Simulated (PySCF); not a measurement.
Frontier orbitals and the lowest excitations

Species: Si(OMe)H3, CH6OSi.
Z-matrix (Å and degrees, PBE0-D3(BJ)/def2-SVP geometry), rows numbered from 1:
```
Si
O   1  1.6629
C   2  1.3987  1  123.74
H   3  1.1064  2  112.16  1   -59.95
H   3  1.1006  2  108.80  1  -179.15
H   3  1.1063  2  112.14  1    61.64
H   1  1.4979  2  110.95  3   -60.79
H   1  1.4871  2  106.66  3   179.29
H   1  1.4981  2  110.90  3    59.41
```

Method: TDDFT wB97X-D/def2-SVPD, vertical, gas phase, core orbitals frozen in the response (PySCF).

Kohn–Sham orbitals with the atoms that hold most of them (Löwdin shares over 4%, at most four atoms; ? is withheld):

```tsv
orbital	ε (eV)	atoms
LUMO+2	2.93	Si1 26%, C3 19%, H5 12%, O2 10%
LUMO+1	2.28	Si1 55%, H8 11%, H7 10%, H9 10%
LUMO	1.95	?
HOMO	-10.08	O2 52%, Si1 12%, C3 11%, H7 7%
HOMO-1	-10.76	?
HOMO-2	-11.84	Si1 32%, H8 28%, C3 11%, O2 10%
HOMO-3	-11.95	Si1 32%, H7 19%, H9 18%, O2 11%
```

**Question.** Which atoms hold the LUMO, and with what shares?

**Answer.** Si1 (bonded to O and 3 H) 36%; C3 (bonded to O and 3 H) 15%; O2 (bonded to C and Si) 11%; H7 (bonded to Si) 10%.

**Question.** Which atoms hold the HOMO-1, and with what shares?

**Answer.** O2 (bonded to C and Si) 48%; Si1 (bonded to O and 3 H) 13%; C3 (bonded to O and 3 H) 12%; H5 (bonded to C) 6%.

**Question.** The HOMO–LUMO gap is 12.02 eV. Where does the response calculation put the lowest singlet, and from which orbitals?

**Answer.** S1 is at 7.17 eV (f = 0.0008), 4.85 eV below the gap, made of HOMO→LUMO (92%). Without the coupling terms of the response equations the lowest excitation would equal the gap.

**Question.** Give energy, strength and leading configuration of S1, S2 and S3, and follow the Löwdin shares of the leading atoms from the occupied to the empty orbital.

**Answer.** 
- S1 (7.17 eV, f 0.0008), HOMO→LUMO (92%): O2 52% → 11%, Si1 12% → 36%, C3 11% → 15%
- S2 (7.92 eV, f 0.014), HOMO-1→LUMO (90%): O2 48% → 11%, Si1 13% → 36%, C3 12% → 15%
- S3 (8.24 eV, f 0.047), HOMO→LUMO+1 (76%): O2 52% → at most 11%, Si1 12% → 55%, H8 at most 8% → 11%

Hardware: an Arm Neoverse V1 with one thread (shared host). Cost: 8.3 s.
